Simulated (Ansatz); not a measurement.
in.yaml

```yaml
crystal:
  periodic: [false, false, false]
  atoms:
    - {symbol: Ge, position_ang: [-0.015433, -0.009008, 1.851247]}
    - {symbol: C, position_ang: [-0.016266, -0.025151, -0.028119]}
    - {symbol: Si, position_ang: [0.031698, 0.034159, -1.823128]}
basis:
  gaussian: {orbitals: STO-3G}
magnetization: {spin_polarized: true, initial_magnetization: 2}
correlation: {method: ccsdt_q_b, electrons: outside_noble_gas, diis_vectors: 1}
```

```sh
$ ansatz run in.yaml --threads 1 --pin off --events-out ev --progress --plain --max-ram 2393MiB
```

The program prints:

```
456 factors; integrals over basis functions are off by at most 3.7e-8 eV
mean field evaluation 1: about -64612.5982 eV, gradient 7.9e0 eV
mean field evaluation 2: about -64612.6226 eV, gradient 7.9e0 eV
mean field evaluation 4: about -64613.7141 eV, gradient 2.8e0 eV
mean field evaluation 8: about -64614.3395 eV, gradient 4.1e-1 eV
mean field evaluation 16: about -64614.3451 eV, gradient 1.0e-6 eV
mean field evaluation 32: about -64613.9588 eV, gradient 1.3e-3 eV
mean field evaluation 64: about -64609.2204 eV, gradient 1.5e1 eV
mean field evaluation 96: about -64613.9599 eV, gradient 2.1e-2 eV
mean field evaluation 128: about -64614.3446 eV, gradient 1.3e-2 eV
mean field evaluation 160: about -64614.3403 eV, gradient 3.5e-1 eV
...
cycle  16  -3.81654361 eV  change   -2.9e-9 eV  update   1.7e-6
cycle  17  -3.81654361 eV  change  -9.4e-10 eV  update   1.7e-6
cycle  18  -3.81654362 eV  change   -5.9e-9 eV  update   1.7e-6
cycle  19  -3.81654362 eV  change  -3.1e-10 eV  update   1.6e-6
cycle  20  -3.81654362 eV  change   -3.8e-9 eV  update   1.6e-6
cycle  21  -3.81654362 eV  change   -1.1e-9 eV  update   1.6e-6
cycle  22  -3.81654363 eV  change   -5.4e-9 eV  update   1.6e-6
cycle  23  -3.81654363 eV  change   -2.2e-9 eV  update   1.5e-6
cycle  24  -3.81654364 eV  change   -4.9e-9 eV  update   1.5e-6
cycle  25  -3.81654364 eV  change  -5.4e-10 eV  update   1.5e-6
perturbative correction -0.02206748 eV, -0.0008109650 hartree
Total energy: -64618.18375513 eV, -2374.6744532229 hartree
```

Ran on 1 thread of Arm Neoverse V2, shared host: 22 s wall, 0.18 GiB peak host memory.
